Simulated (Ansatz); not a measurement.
## HSiC, quartet in cc-pVDZ: errors against UCCSDTQ

Geometry: a PBE0/def2-TZVP stationary point for this spin, not checked as a minimum. The doublet lies 0.4 eV lower here.

```yaml
atoms:
  - { symbol: Si, position_ang: [0.0000, -0.0832, 0.5272] }
  - { symbol: C, position_ang: [0.0000, 0.0762, -1.3058] }
  - { symbol: H, position_ang: [0.0000, 1.4109, 0.8685] }
```

Basis cc-pVDZ; Ansatz 0.2.0. Only valence electrons are correlated (noble-gas cores frozen), which leaves 9 electrons in 31 orbitals. R marks a restricted (for open shells ROHF) determinant, U an unrestricted one. Active spaces: valence = (9e, 9o) chosen from the atoms' valence shells.

Full CI isn't at hand for all of this; UCCSDTQ serves as the reference, and is uncertain by about the last step of the cluster series. The frozen core follows each run's orbitals, which can shift R against U totals by a few meV.

For open shells CISD is restricted-active-space CI with the open shells as a complete middle space.

```
UHF ⟨S²⟩                            : 3.943
⟨S²⟩ of the determinant under UCCSD : 3.768
T1 diagnostic (RCCSD)               : 0.0553
largest doubles amplitude (RCCSD)   : 0.091
T1 diagnostic (UCCSD)               : 0.0477
```

```tsv
level	E − E(UCCSDTQ) (kJ/mol)	share of correlation (%)	wall time
RHF	499.1	0.00	–
RMP2	130.3	73.89	–
UMP2	127.7	74.41	–
CISD	53.6	89.26	1.9 s
RCCSD	23.1	95.38	–
UCCSD	22.7	95.45	–
RCCSD(T)	6.6	98.67	2.5 s
UCCSD(T)	6.5	98.70	2.9 s
BCCD(T)	5.9	98.82	2.1 s
RCCSDT	1.3	99.73	–
UCCSDT	1.3	99.75	–
RCCSDT(Q)	0.2	99.96	10 s
UCCSDT(Q)	0.0	99.99	10 s
RCCSDTQ	0.1	99.98	41 s (H100)
CASSCF (valence space)	342.2	31.43	–
NEVPT2 (valence space)	83.9	83.19	2.3 s
MRCISD (valence space)	25.0	94.99	–
MRCISD+Q (valence space)	4.2	99.17	3.9 s
```

The correlation energy at UCCSDTQ, counted from RHF, is -5.173 eV. That run took 35 s on 2 threads of AMD EPYC 7R13 with a shared H100 80 GB, shared host.

Run but not shown, since their state or frozen core can't be matched to the reference's or they repeat it: UHF.

Times hold each run's SCF and search for its determinant on a shared host, so for small cases they say little of a method's own cost; rows without a card ran on 1 thread of AMD EPYC 7R13.

Natural occupations of CASSCF (valence space) about the gap: 1.984 1.973 1.911 1.013 1.001 0.985 0.080 0.030 0.022; effectively unpaired electrons, Σ n²(2−n)², 3.06.
